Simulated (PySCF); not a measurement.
## How methods differ on the ionisation energy of C

C [He] 2s2 2p2 (3P) → C⁺ [He] 2s2 2p1 (2P), as a difference of total energies. Computed with PySCF 2.14 in def2-TZVP (5s3p2d1f, 31 functions), with the non-relativistic Hamiltonian (point nucleus). Correlated levels: valence: 1s2 frozen. The calculations carry no spin-orbit coupling.

Q: Order these methods by the ionisation energy they give, lowest first.
A. B3LYP
B. UHF
C. MP2 (valence)
D. CCSD (valence)

A: B (10.801 eV), D (11.145 eV), C (11.242 eV), A (11.537 eV).

Errors of the correlated levels include the incompleteness of this basis and the frozen core.

For comparison: 11.262 eV (measured; NIST levels, between the centres of gravity of the two terms).
